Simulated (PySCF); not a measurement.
Bonds broken one at a time in the series allyl-X. All species are isolated molecules in the gas phase. One relaxed conformer stands for each flexible species; it need not be the lowest. Strings in code marks are SMILES.

Level of theory: B3LYP-D3(BJ)/def2-TZVP // PBE0-D4/def2-TZVP (PySCF). B3LYP has the VWN-RPA correlation part, as in Gaussian. 

| species | highest occupied spin orbital (eV) |
|---|---|
| whole molecule (`C(=C)CCC` (C–C–C–C torsion 120°, C–C–C–C torsion -65°)) | – |
| radical fragment (`[CH2]O`) | -4.90 |
| radical fragment (`[CH2]S`) | -4.95 |
| radical fragment (`C=CC[S]` (C–C–C–S torsion 119°)) | -6.45 |
| whole molecule (`BCC=C`) | – |
| whole molecule (`C=CCCO`) | – |
| radical fragment (`[CH2]CO`) | -6.06 |
| radical fragment (`[CH2][SeH]`) | -5.04 |
